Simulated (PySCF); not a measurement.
H₂Al–P⁺, quartet in 6-31G: errors against RCCSDT

Geometry: that of the H2Al–P, triplet, kept fixed.

```xyz
4

Al    0.0000    0.0000    1.1792
P     0.0000    0.0000   -1.1552
H     0.0000    1.3785    1.9666
H     0.0000   -1.3785    1.9666
```

Basis 6-31G; PySCF 2.14.0. Only valence electrons are correlated (noble-gas cores frozen), which leaves 9 electrons in 20 orbitals. Prefix R: restricted or restricted open-shell reference; prefix U: unrestricted.

Full CI isn't at hand for all of this; RCCSDT serves as the reference. It lacks quadruple excitations, which often exceed the step from CCSD(T) to CCSDT. The frozen core follows each run's orbitals, which can shift R against U totals by a few meV.

The UHF ⟨S²⟩ is 3.755, the T1 diagnostic (ROHF- or RHF-based CCSD) is 0.0217 and the largest doubles amplitude (ROHF- or RHF-based CCSD) is 0.039. The T1 diagnostic (UCCSD) is 0.0173.

```csv
level,E − E(RCCSDT) (kJ/mol),share of correlation (%),wall time
RHF,187.7,0.00,–
UHF,185.5,1.17,–
RMP2,60.6,67.74,–
UMP2,59.8,68.16,–
RCCSD,4.5,97.62,–
UCCSD,4.4,97.65,–
RCCSD(T),1.5,99.22,0.51 s
UCCSD(T),1.5,99.23,0.32 s
UCCSDT,0.0,100.01,6.2 s
```

The correlation energy at RCCSDT, counted from RHF, is -1.946 eV. That run took 6.4 s on 1 thread of AMD EPYC 7B13, shared host.

Times are those of the correlated step on a shared host, with one SCF added for the restricted CCSD run; they ran on 1 thread of AMD EPYC 7B13.
